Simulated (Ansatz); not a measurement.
# [B(OMe)H3]- (CH6BO−): the relaxed shape and its frontier levels

What does [B(OMe)H3]- (CH6BO−) look like as a singlet, and where do its frontier electrons sit?

The runs use Ansatz 0.2.0, Gaussian basis; RKS PBE0-D4/def2-TZVPD.

Levels to be run: relaxation at PBE-D4/def2-TZVPD; a search for the lowest solution at PBE0-D4/def2-SVP; a single point at PBE0-D4/def2-TZVPD.

1 further run of the same task is left out (it didn't finish). Runs told in other sessions of the task aren't counted.

## (1) Where the work starts

9 atoms, charge -1, spin multiplicity 1.

Atoms are counted from 1 here; the program's logs count them from 0.

Bond lengths: B1–O2 1.521 Å, B1–H7 1.235 Å, B1–H8 1.212 Å, B1–H9 1.235 Å, O2–C3 1.363 Å, C3–H4 1.111 Å, C3–H5 1.106 Å, C3–H6 1.111 Å. Angles: O2–B1–H7 110.1°, O2–B1–H8 106.6°, O2–B1–H9 110.1°, H7–B1–H8 110.7°, H7–B1–H9 108.7°, H8–B1–H9 110.7°, B1–O2–C3 113.1°, O2–C3–H4 112.8°, O2–C3–H5 109.6°, O2–C3–H6 112.7°, H4–C3–H5 107.7°, H4–C3–H6 106.1°, H5–C3–H6 107.7°.

Coordinates:

```
atom    x (Å)    y (Å)    z (Å)
  B1  -0.3861   0.6143  -0.9748
  O2  -0.3553   0.5551   0.5444
  C3   0.3273  -0.5228   1.0241
  H4  -0.1061  -1.4893   0.6903
  H5   0.3101  -0.5112   2.1295
  H6   1.3910  -0.5347   0.7037
  H7   0.7647   0.6709  -1.4200
  H8  -1.0085   1.6114  -1.2700
  H9  -0.9373  -0.3937  -1.4271
```

The ion is computed in the gas phase, without counter-ions or solvent.

The start is a GFN2-xTB geometry.

## (2) Optimising with PBE-D4/def2-TZVPD

Input file in.yaml:

```yaml
crystal:
  periodic: [false, false, false]
  atoms:
    - {symbol: B, position_ang: [-0.386150, 0.614300, -0.974770]}
    - {symbol: O, position_ang: [-0.355250, 0.555070, 0.544390]}
    - {symbol: C, position_ang: [0.327350, -0.522760, 1.024140]}
    - {symbol: H, position_ang: [-0.106050, -1.489310, 0.690250]}
    - {symbol: H, position_ang: [0.310150, -0.511210, 2.129510]}
    - {symbol: H, position_ang: [1.391020, -0.534720, 0.703660]}
    - {symbol: H, position_ang: [0.764650, 0.670900, -1.420030]}
    - {symbol: H, position_ang: [-1.008470, 1.611420, -1.270020]}
    - {symbol: H, position_ang: [-0.937270, -0.393690, -1.427130]}
basis:
  gaussian: {orbitals: def2-TZVPD}
total_charge: -1
hamiltonian: {xc: pbe, dispersion: d4}
scf: {lower_state_search: "off"}
output: {orbitals: {seedname: orbitals}}
relax: {f_tol: 0.02, max_steps: 100}
```

Command:

```sh
ansatz run in.yaml --threads 4 --pin off --events-out ev --progress --plain --max-ram 3916MiB
```

Further steps of the session: Searching for the lowest solution, PBE0-D4/def2-SVP; Single point, PBE0-D4/def2-TZVPD.

Before running them: what should the planned runs give, taken together? Wanted: point group; B–O bond; HOMO, LUMO at PBE0-D4/def2-TZVPD.

**Answer**, as computed:

```
                        quantity           value
                     point group              Cs
                        B–O bond         1.507 Å
HOMO, LUMO at PBE0-D4/def2-TZVPD  -1.07, 3.96 eV
```

What this shows: The molecule keeps its bonding pattern by the stored test; the atoms moved 0.02 Å (rms). No usable vibrations, so a minimum isn't proven. The HOMO lies nearest to O2 42 %; H7, H9 about 21 % each and the LUMO to H5 21 %; H4, H6 about 16 % each. The point group is read from a loosely relaxed geometry; soft torsions can leave it below the true symmetry.

The anion's highest level is positive in at least one run, so there the basis alone may hold the extra electron.
